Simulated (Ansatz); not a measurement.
# BClH2: the cost of one run

Computed with Ansatz 0.2.0, Gaussian basis. Level: def2-QZVPP, core rule «outside noble gas», up to 6 orbitals frozen.

The runs, in order: UHF; ROHF; CCSD(T) on UHF.

2 further runs of the same task are left out: 2 set aside as unsound or not needed.

### 1 The system

The geometry is a PBE0/def2-TZVP stationary point (not a proven minimum) of the parent state, kept for this charge and spin.

4 atoms, charge 0, spin multiplicity 3.

Atoms are counted from 1 here; the program's logs count them from 0.

Bond lengths: B1–Cl2 1.733 Å, B1–H3 1.190 Å, B1–H4 1.190 Å. Angles: Cl2–B1–H3 118.1°, Cl2–B1–H4 118.1°, H3–B1–H4 123.8°.

### 2 UHF

File in.yaml:

```yaml
crystal:
  periodic: [false, false, false]
  atoms:
    - {symbol: B, position_ang: [0.000000, 0.000000, 1.249289]}
    - {symbol: Cl, position_ang: [0.000000, 0.000000, -0.483890]}
    - {symbol: H, position_ang: [0.000000, 1.049651, 1.810265]}
    - {symbol: H, position_ang: [0.000000, -1.049651, 1.810265]}
basis:
  gaussian: {orbitals: "def2-QZVPP.json"}
magnetization: {spin_polarized: true, initial_magnetization: 2}
hamiltonian: {xc: hf}
output: {orbitals: {seedname: orbitals}}
```

Command:

```sh
$ ansatz run in.yaml --threads 1 --pin off --events-out ev --progress --plain --max-ram 2393MiB
```

**Question.** How long does this run take on 1 thread of Arm Neoverse V2, shared host, and how much memory does it need?

About 9 s, with a peak of 0.36 GiB.
